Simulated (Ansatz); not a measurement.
**BH₂− (triplet): one geometry, many settings at a displaced geometry (v1)**

Aim: run BH₂− (triplet) at one geometry under a spread of methods and options, and see what each costs and gives.

Program: Ansatz 0.2.0, Gaussian basis. Level of theory: the settings change from run to run. These are calculated values, not measurements.

27 further runs of the same task are left out: 2 for a known fault of the program, 9 that didn't finish, 16 set aside as unsound or not needed.

**1. The geometry**

The geometry is a PBE0/def2-TZVPD stationary point (not a proven minimum) with its atoms shifted at random (size 0.040 Å).

3 atoms, charge -1, spin multiplicity 3.

Atoms are counted from 1 here; the program's logs count them from 0.

Bond lengths: B1–H2 1.212 Å, B1–H3 1.182 Å. Angles: H2–B1–H3 126.8°.

As a file:

```xyz
3

B    -0.0036   -0.0840    0.0051
H    -0.0045    0.4209   -1.0971
H     0.0435    0.4802    1.0424
```

**2. CCSDT(Q) on ROHF/6-31G**

The input, in.yaml:

```yaml
crystal:
  periodic: [false, false, false]
  atoms:
    - {symbol: B, position_ang: [-0.003638, -0.084017, 0.005101]}
    - {symbol: H, position_ang: [-0.004471, 0.420924, -1.097125]}
    - {symbol: H, position_ang: [0.043493, 0.480234, 1.042408]}
basis:
  gaussian: {orbitals: 6-31G, fitting: {mean_field: def2-universal-jkfit}}
total_charge: -1
magnetization: {spin_polarized: false, initial_magnetization: 2}
correlation: {method: ccsdt_q, electrons: outside_noble_gas}
```

On the command line:

```console
$ ansatz run in.yaml --threads 1 --pin off --events-out ev --progress --plain --max-ram 2393MiB
```

Standard output:

```text
Functional definition: HF
  name "HF"
  cite "Fock, Z. Phys. 61, 126 (1930) doi:10.1007/BF01340294"
  parent pbe
  exchange = exact_x
  correlation = 0
111 factors; integrals over basis functions are off by at most 5.6e-2 eV
mean field evaluation 1: about -697.9990 eV, gradient 1.1e1 eV
mean field evaluation 2: about -699.0133 eV, gradient 3.0e0 eV
mean field evaluation 4: about -699.0879 eV, gradient 1.7e-1 eV
mean field evaluation 8: about -699.0133 eV, gradient 3.0e0 eV
mean field -699.08817022 eV, -25.6910163966 hartree, gradient 9.8e-7 eV, S^2 2.000000; 0 other end points of the search recorded, 0 dependent functions left out
mean field evaluation 16: about -699.1738 eV, gradient 1.7e-1 eV
1 core orbitals not correlated: weight in the atoms' cores, before any rotation towards them, 1.000 or more for the frozen orbitals, at most 0.000 for the correlated occupied ones
reference -699.08817022 eV, -25.6910163966 hartree; 4, 2 occupied and 8, 10 virtual orbitals, 111 factors
second order -1.18588532 eV of doubles, -0.03879921 eV of singles
cycle   1  -1.51343900 eV  change   -2.9e-1 eV  update   4.3e-2
cycle   2  -1.65861709 eV  change   -1.5e-1 eV  update   1.9e-2
cycle   3  -1.67119386 eV  change   -1.3e-2 eV  update   5.8e-3
cycle   4  -1.67051384 eV  change    6.8e-4 eV  update   1.9e-3
cycle   5  -1.67087998 eV  change   -3.7e-4 eV  update   5.4e-4
cycle   6  -1.67122590 eV  change   -3.5e-4 eV  update   1.4e-4
cycle   7  -1.67121203 eV  change    1.4e-5 eV  update   4.5e-5
cycle   8  -1.67119295 eV  change    1.9e-5 eV  update   1.6e-5
cycle   9  -1.67120020 eV  change   -7.2e-6 eV  update   4.9e-6
cycle  10  -1.67119791 eV  change    2.3e-6 eV  update   1.5e-6
cycle  11  -1.67119775 eV  change    1.7e-7 eV  update   5.4e-7
perturbative correction -0.00042144 eV, -0.0000154878 hartree
Total energy: -700.75978941 eV, -25.7524472688 hartree
```

Run time: 1 s. Hardware: 1 thread of Intel Xeon at 2.60GHz, shared host.

From the report: correlation -1.6716 eV; T1 0.021; largest double amplitude 0.05.

**3. BCCD(T) on ROHF/6-31G***

The input, in.yaml:

```yaml
crystal:
  periodic: [false, false, false]
  atoms:
    - {symbol: B, position_ang: [-0.003638, -0.084017, 0.005101]}
    - {symbol: H, position_ang: [-0.004471, 0.420924, -1.097125]}
    - {symbol: H, position_ang: [0.043493, 0.480234, 1.042408]}
basis:
  gaussian: {orbitals: "6-31G*"}
total_charge: -1
magnetization: {spin_polarized: false, initial_magnetization: 2}
correlation: {method: bccd_t, electrons: valence}
output: {forces: true}
```

Launched as before.

Standard output (excerpt; [...] marks lines left out):

```text
Functional definition: HF
  name "HF"
  cite "Fock, Z. Phys. 61, 126 (1930) doi:10.1007/BF01340294"
  parent pbe
[...]
203 factors; integrals over basis functions are off by at most 6.9e-4 eV
[...]
mean field -699.28816810 eV, -25.6983661830 hartree, gradient 3.9e-6 eV, S^2 2.000000; 0 other end points of the search recorded, 0 dependent functions left out
1 core orbitals not correlated: weight in the atoms' cores, before any rotation towards them, 1.000 or more for the frozen orbitals, at most 0.000 for the correlated occupied ones
reference -699.28816810 eV, -25.6983661830 hartree; 4, 2 occupied and 14, 16 virtual orbitals, 203 factors
second order -1.72537411 eV of doubles, -0.04584152 eV of singles
cycle   1  -2.11024168 eV  change   -3.4e-1 eV  update   4.4e-2
[...]
cycle  10  -2.23067061 eV  change   -2.7e-7 eV  update   9.8e-7
perturbative correction -0.03969743 eV, -0.0014588536 hartree
[...]
Total energy: -701.55853614 eV, -25.7818006695 hartree
Atom 0 at    -0.003638    -0.084017     0.005101 Å, force    -0.044627    -0.706333    -0.619996 eV/Å
Atom 1 at    -0.004471     0.420924    -1.097125 Å, force     0.004350     0.174454    -0.161862 eV/Å
Atom 2 at     0.043493     0.480234     1.042408 Å, force     0.040277     0.531879     0.781858 eV/Å
Dipole moment:     0.006006     0.132167     0.005312 e Å
```

Run time: 0.48 s. Hardware: 1 thread of Intel Xeon at 2.60GHz, shared host.

From the report: correlation -2.2704 eV; largest double amplitude 0.05.

**4. MRCISD+Q(2,5)/6-31++G****

Changes to in.yaml since step 3:

```diff
@@ -7,6 +7,5 @@
 basis:
-  gaussian: {orbitals: "6-31G*"}
+  gaussian: {orbitals: "6-31++G**"}
 total_charge: -1
 magnetization: {spin_polarized: false, initial_magnetization: 2}
-correlation: {method: bccd_t, electrons: valence}
-output: {forces: true}
+correlation: {method: fic_mrcisd_q, electrons: outside_noble_gas, active_space: {window: {electrons: 2, orbitals: 5}, states: [{multiplicity: 3, weights: [0.5, 1, 1, 1]}]}}
```

Same command.

Standard output (excerpt; [...] marks lines left out):

```text
Functional definition: HF
  name "HF"
  cite "Fock, Z. Phys. 61, 126 (1930) doi:10.1007/BF01340294"
  parent pbe
[...]
495 factors; integrals over basis functions are off by at most 1.9e-7 eV
[...]
mean field -700.29636668 eV, -25.7354167975 hartree, gradient 3.3e-6 eV, S^2 2.000000; 0 other end points of the search recorded, 0 dependent functions left out
reference -700.29636668 eV, -25.7354167975 hartree; 5, 3 occupied and 26, 28 virtual orbitals, 495 factors
state -700.14616972 eV, -25.7298971611 hartree
state -698.67001488 eV, -25.6756494712 hartree
state -698.44733359 eV, -25.6674660849 hartree
state -698.19886168 eV, -25.6583349107 hartree
contracted CI cycle   1: correlation 0.00000000 eV, 0.0000000000 hartree, residual 1.36e1 eV
contracted CI cycle   2: correlation -2.62790161 eV, -0.0965736028 hartree, residual 2.08e0 eV
[...]
state -698.44733359 eV, -25.6674660849 hartree; corrected -700.93908492 eV, -25.7590362571 hartree
contracted CI cycle   1: correlation 0.00000000 eV, 0.0000000000 hartree, residual 1.29e1 eV
contracted CI cycle   2: correlation -2.30469928 eV, -0.0846961363 hartree, residual 1.82e0 eV
contracted CI cycle   3: correlation -2.35485638 eV, -0.0865393757 hartree, residual 3.95e-1 eV
contracted CI cycle   4: correlation -2.35787315 eV, -0.0866502400 hartree, residual 1.11e-1 eV
contracted CI cycle   5: correlation -2.35812362 eV, -0.0866594445 hartree, residual 3.52e-2 eV
contracted CI cycle   6: correlation -2.35814892 eV, -0.0866603743 hartree, residual 1.19e-2 eV
contracted CI cycle   7: correlation -2.35815152 eV, -0.0866604698 hartree, residual 3.82e-3 eV
contracted CI cycle   8: correlation -2.35815181 eV, -0.0866604807 hartree, residual 1.15e-3 eV
state -698.19886168 eV, -25.6583349107 hartree; corrected -700.66626472 eV, -25.7490102996 hartree
Total energy: -701.26136580 eV, -25.7708798611 hartree
```

It took 1.1 s on 1 thread of Intel Xeon at 2.60GHz, shared host.

From the report: 8 determinants; active occupations (of the averaged states) 1.00, 0.29, 0.29, 0.29, 0.14.

**5. MP2 on UHF/6-31++G****

The input, in.yaml:

```yaml
crystal:
  periodic: [false, false, false]
  atoms:
    - {symbol: B, position_ang: [-0.003638, -0.084017, 0.005101]}
    - {symbol: H, position_ang: [-0.004471, 0.420924, -1.097125]}
    - {symbol: H, position_ang: [0.043493, 0.480234, 1.042408]}
basis:
  gaussian: {orbitals: "6-31++G**"}
total_charge: -1
magnetization: {spin_polarized: true, initial_magnetization: 2}
correlation: {method: mp2, electrons: outside_noble_gas}
scf: {lower_state_search: full}
```

Same command.

Standard output (excerpt; [...] marks lines left out):

```text
Functional definition: HF
  name "HF"
  cite "Fock, Z. Phys. 61, 126 (1930) doi:10.1007/BF01340294"
  parent pbe
[...]
281 factors; integrals over basis functions are off by at most 1.2e-3 eV
[...]
mean field -700.35401018 eV, -25.7375351570 hartree, gradient 8.1e-7 eV, S^2 2.008551; 3 other end points of the search recorded, 0 dependent functions left out
1 core orbitals not correlated: weight in the atoms' cores, before any rotation towards them, 1.000 or more for the frozen orbitals, at most 0.000 for the correlated occupied ones
reference -700.35401018 eV, -25.7375351570 hartree; 4, 2 occupied and 26, 28 virtual orbitals, 281 factors
second order -2.20209730 eV of doubles, -0.00000000 eV of singles
Total energy: -702.55610747 eV, -25.8184607400 hartree
```

It took 0.18 s on 1 thread of Intel Xeon at 2.60GHz, shared host.

From the report: ⟨S²⟩ of the determinant 2.009 (pure triplet: 2.00).

**6. CCSD(T)/pcseg-2**

The input, in.yaml:

```yaml
crystal:
  periodic: [false, false, false]
  atoms:
    - {symbol: B, position_ang: [-0.003638, -0.084017, 0.005101]}
    - {symbol: H, position_ang: [-0.004471, 0.420924, -1.097125]}
    - {symbol: H, position_ang: [0.043493, 0.480234, 1.042408]}
basis:
  gaussian: {orbitals: pcseg-2}
total_charge: -1
magnetization: {spin_polarized: false, initial_magnetization: 2}
hamiltonian: {xc: {name: PBE}}
correlation: {method: ccsd_t, electrons: outside_noble_gas, diis_vectors: 12}
scf: {lower_state_search: light}
output: {forces: true}
```

Same command.

Standard output (excerpt; [...] marks lines left out):

```text
Functional definition: PBE
  name "PBE"
  cite "Perdew, Burke & Ernzerhof, Phys. Rev. Lett. 77, 3865 (1996) doi:10.1103/PhysRevLett.77.3865"
  parent pbe
[...]
331 factors; integrals over basis functions are off by at most 1.2e-3 eV
[...]
mean field -704.62561466 eV, -25.8945137263 hartree, gradient 6.1e-6 eV, S^2 2.000000; 0 other end points of the search recorded, 0 dependent functions left out
1 core orbitals not correlated: weight in the atoms' cores, before any rotation towards them, 1.000 or more for the frozen orbitals, at most 0.000 for the correlated occupied ones
reference -700.17182269 eV, -25.7308398902 hartree; 4, 2 occupied and 53, 55 virtual orbitals, 331 factors
second order -2.80649148 eV of doubles, -0.14848868 eV of singles
cycle   1  -3.26385543 eV  change   -3.1e-1 eV  update   4.4e-2
[...]
cycle  10  -3.37972742 eV  change   -1.1e-6 eV  update   1.8e-6
perturbative correction -0.09181171 eV, -0.0033740182 hartree
[...]
Total energy: -703.64336182 eV, -25.8584166003 hartree
Atom 0 at    -0.003638    -0.084017     0.005101 Å, force    -0.019862    -0.155802    -0.609702 eV/Å
Atom 1 at    -0.004471     0.420924    -1.097125 Å, force    -0.001902    -0.082908     0.084729 eV/Å
Atom 2 at     0.043493     0.480234     1.042408 Å, force     0.021764     0.238711     0.524972 eV/Å
Dipole moment:     0.010124     0.226398     0.001383 e Å
```

Run time: 3.5 s. Hardware: 1 thread of Intel Xeon at 2.60GHz, shared host.

From the report: correlation -3.4715 eV; T1 0.023; largest double amplitude 0.04. The orbitals are Kohn-Sham ones, so correlation energy and T1 don't compare with those on Hartree-Fock orbitals.

**7. CASCI(4,5)/6-31G**

The input, in.yaml:

```yaml
crystal:
  periodic: [false, false, false]
  atoms:
    - {symbol: B, position_ang: [-0.003638, -0.084017, 0.005101]}
    - {symbol: H, position_ang: [-0.004471, 0.420924, -1.097125]}
    - {symbol: H, position_ang: [0.043493, 0.480234, 1.042408]}
basis:
  gaussian: {orbitals: 6-31G}
total_charge: -1
magnetization: {spin_polarized: false, initial_magnetization: 2}
correlation: {active_space: {window: {electrons: 4, orbitals: 5}, fixed_orbitals: true}}
output: {forces: true}
```

The command is unchanged.

Standard output (excerpt; [...] marks lines left out):

```text
Functional definition: HF
  name "HF"
  cite "Fock, Z. Phys. 61, 126 (1930) doi:10.1007/BF01340294"
  parent pbe
[...]
190 factors; integrals over basis functions are off by at most 2.8e-4 eV
[...]
mean field -699.08817474 eV, -25.6910165626 hartree, gradient 2.8e-6 eV, S^2 2.000000; 0 other end points of the search recorded, 0 dependent functions left out
reference -699.08817474 eV, -25.6910165626 hartree; 5, 3 occupied and 8, 10 virtual orbitals, 190 factors
state -699.21523334 eV, -25.6956858800 hartree
[...]
Total energy: -699.21523334 eV, -25.6956858800 hartree
Atom 0 at    -0.003638    -0.084017     0.005101 Å, force    -0.055956    -1.002369    -0.531695 eV/Å
Atom 1 at    -0.004471     0.420924    -1.097125 Å, force     0.009064     0.337900    -0.283381 eV/Å
Atom 2 at     0.043493     0.480234     1.042408 Å, force     0.046892     0.664470     0.815076 eV/Å
Dipole moment:     0.004270     0.092020     0.007892 e Å
```

It took 0.09 s on 1 thread of Intel Xeon at 2.60GHz, shared host.

From the report: 48 determinants; active occupations 1.99, 1.00, 1.00, 0.00, 0.00.

**8. BCCD on ROHF/6-31++G****

The input, in.yaml:

```yaml
crystal:
  periodic: [false, false, false]
  atoms:
    - {symbol: B, position_ang: [-0.003638, -0.084017, 0.005101]}
    - {symbol: H, position_ang: [-0.004471, 0.420924, -1.097125]}
    - {symbol: H, position_ang: [0.043493, 0.480234, 1.042408]}
basis:
  gaussian: {orbitals: "6-31++G**"}
total_charge: -1
magnetization: {spin_polarized: false, initial_magnetization: 2}
correlation: {method: bccd, electrons: outside_noble_gas}
```

The command is unchanged.

Standard output (excerpt; [...] marks lines left out):

```text
Functional definition: HF
  name "HF"
  cite "Fock, Z. Phys. 61, 126 (1930) doi:10.1007/BF01340294"
  parent pbe
[...]
281 factors; integrals over basis functions are off by at most 1.2e-3 eV
[...]
mean field -700.29636050 eV, -25.7354165703 hartree, gradient 3.3e-6 eV, S^2 2.000000; 1 other end points of the search recorded, 0 dependent functions left out
[...]
determinant -700.29636050 eV, -25.7354165703 hartree, with singles and doubles -703.03696739 eV, -25.8361320162 hartree
determinant -698.69347347 eV, -25.6765115586 hartree, with singles and doubles -701.19599574 eV, -25.7684775558 hartree
1 core orbitals not correlated: weight in the atoms' cores, before any rotation towards them, 1.000 or more for the frozen orbitals, at most 0.000 for the correlated occupied ones
reference -700.29636050 eV, -25.7354165703 hartree; 4, 2 occupied and 26, 28 virtual orbitals, 281 factors
second order -2.21876570 eV of doubles, -0.03075294 eV of singles
cycle   1  -2.73936207 eV  change    1.2e-3 eV  update   4.1e-3
[...]
cycle   8  -2.73713821 eV  change   -2.5e-6 eV  update   3.7e-6
Total energy: -703.03349871 eV, -25.8360045443 hartree
```

It took 0.66 s on 1 thread of Intel Xeon at 2.60GHz, shared host.

From the report: correlation -2.7371 eV; largest double amplitude 0.06.

**9. BCCD(T) on ROHF/6-31++G****

Changes to in.yaml since step 8:

```diff
@@ -10,2 +10,3 @@
 magnetization: {spin_polarized: false, initial_magnetization: 2}
-correlation: {method: bccd, electrons: outside_noble_gas}
+correlation: {method: bccd_t, electrons: all, diis_vectors: 2}
+output: {forces: true}
```

Same command.

Standard output (excerpt; [...] marks lines left out):

```text
Functional definition: HF
  name "HF"
  cite "Fock, Z. Phys. 61, 126 (1930) doi:10.1007/BF01340294"
  parent pbe
[...]
281 factors; integrals over basis functions are off by at most 1.2e-3 eV
[...]
mean field -700.29636050 eV, -25.7354165703 hartree, gradient 3.3e-6 eV, S^2 2.000000; 1 other end points of the search recorded, 0 dependent functions left out
[...]
determinant -700.29636050 eV, -25.7354165703 hartree, with singles and doubles -703.16573188 eV, -25.8408640237 hartree
determinant -698.69347347 eV, -25.6765115586 hartree, with singles and doubles -701.31921170 eV, -25.7730056586 hartree
reference -700.29636050 eV, -25.7354165703 hartree; 5, 3 occupied and 26, 28 virtual orbitals, 281 factors
second order -2.34440392 eV of doubles, -0.03106487 eV of singles
cycle   1  -2.86814819 eV  change    1.2e-3 eV  update   4.2e-3
[...]
cycle  11  -2.86592068 eV  change   -4.4e-7 eV  update   7.4e-7
perturbative correction -0.06628702 eV, -0.0024360031 hartree
[...]
Total energy: -703.22856820 eV, -25.8431732159 hartree
Atom 0 at    -0.003638    -0.084017     0.005101 Å, force    -0.013481     0.000138    -0.636707 eV/Å
Atom 1 at    -0.004471     0.420924    -1.097125 Å, force    -0.003756    -0.163366     0.166567 eV/Å
Atom 2 at     0.043493     0.480234     1.042408 Å, force     0.017236     0.163228     0.470140 eV/Å
Dipole moment:     0.013105     0.294518    -0.001289 e Å
```

It took 1.6 s on 1 thread of Intel Xeon at 2.60GHz, shared host.

From the report: correlation -2.9322 eV; largest double amplitude 0.06.

**10. CISD/x2c-TZVPPall**

Changes to in.yaml since step 9:

```diff
@@ -7,6 +7,7 @@
 basis:
-  gaussian: {orbitals: "6-31++G**"}
+  gaussian: {orbitals: x2c-TZVPPall}
 total_charge: -1
 magnetization: {spin_polarized: false, initial_magnetization: 2}
-correlation: {method: bccd_t, electrons: all, diis_vectors: 2}
+correlation: {active_space: {ras: {orbitals: [2, 2, 54], electrons: 6, max_holes: 2, max_particles: 2}, fixed_orbitals: true}}
+scf: {lower_state_search: light}
 output: {forces: true}
```

The command is unchanged.

Standard output (excerpt; [...] marks lines left out):

```text
Functional definition: HF
  name "HF"
  cite "Fock, Z. Phys. 61, 126 (1930) doi:10.1007/BF01340294"
  parent pbe
[...]
338 factors; integrals over basis functions are off by at most 1.4e-3 eV
[...]
mean field -700.53013012 eV, -25.7440074456 hartree, gradient 2.2e-6 eV, S^2 2.000000; 0 other end points of the search recorded, 0 dependent functions left out
reference -700.53013012 eV, -25.7440074456 hartree; 5, 3 occupied and 54, 56 virtual orbitals, 338 factors
state -703.78440865 eV, -25.8635999758 hartree
[...]
Total energy: -703.78440865 eV, -25.8635999758 hartree
Relativity: scalar
Atom 0 at    -0.003638    -0.084017     0.005101 Å, force    -0.021956    -0.202515    -0.610268 eV/Å
Atom 1 at    -0.004471     0.420924    -1.097125 Å, force    -0.000925    -0.060442     0.083551 eV/Å
Atom 2 at     0.043493     0.480234     1.042408 Å, force     0.022882     0.262958     0.526717 eV/Å
Dipole moment:     0.010844     0.242925     0.000594 e Å
```

Run time: 5.5 s. Hardware: 1 thread of Intel Xeon at 2.60GHz, shared host; peak memory 0.43 GiB.

From the report: 58,664 determinants.

**11. The runs in one table**

Where basis and cores are those of an earlier FCI/6-31++G** run (-703.1145 eV), and the state is the same kind, the miss against it is given.

| level | correlated | functions | energy (eV) | from FCI (meV) | time |
| --- | --- | --- | --- | --- | --- |
| CCSDT(Q) on ROHF/6-31G | outside noble gas | 13 | -700.7598 |  | 1 s |
| BCCD(T) on ROHF/6-31G* | valence | 19 | -701.5585 |  | 0.48 s |
| MRCISD+Q(2,5)/6-31++G** (mean of several states) | outside noble gas | 31 | -701.2614 |  | 1.1 s |
| MP2 on UHF/6-31++G** | outside noble gas | 31 | -702.5561 | 558.4 | 0.18 s |
| CCSD(T)/pcseg-2 (on PBE orbitals) | outside noble gas | 58 | -703.6434 |  | 3.5 s |
| CASCI(4,5)/6-31G |  | 13 | -699.2152 |  | 0.09 s |
| BCCD on ROHF/6-31++G** | outside noble gas | 31 | -703.0335 | 81.0 | 0.66 s |
| BCCD(T) on ROHF/6-31++G** | all | 31 | -703.2286 |  | 1.6 s |
| CISD/x2c-TZVPPall | outside noble gas | 59 | -703.7844 |  | 5.5 s |

**12. Outcome**

| quantity | value |
| --- | --- |
| runs | 9 |
| quickest | CASCI(4,5)/6-31G, 0.09 s |
| slowest | CISD/x2c-TZVPPall, 5.5 s |

**Reading.** Total energies in different bases, with other cores or another treatment of relativity can't be set against each other. CISD/x2c-TZVPPall took 61 times as long as CASCI(4,5)/6-31G; the jobs differ in more than the method. Among the correlated runs with a miss given, it spans +81 to +558 meV.
